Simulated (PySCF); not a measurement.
**BO at PBE**

Computed with PBE; B pcseg-2, O pcseg-2; no relativity (PySCF 2.14).

```
state                                          : ²Σ⁺ (doublet), unpaired electrons σ ↑
bond length                                    : 1.213 Å
harmonic wavenumber                            : 1851 cm⁻¹
force constant                                 : 13.2 mdyn/Å
rotational constant Be                         : 1.758 cm⁻¹
anharmonicity ωexe                             : 11.3 cm⁻¹
vibration–rotation constant αe                 : 0.0163 cm⁻¹
well depth De to B + O                         : 9.01 eV
dissociation energy D0                         : 8.89 eV
bond order (Mayer)                             : 2.41
dipole moment (positive dipole means B(−)O(+)) : -2.19 D
```

The state was picked by a PBE0 search and need not be the measured ground state.
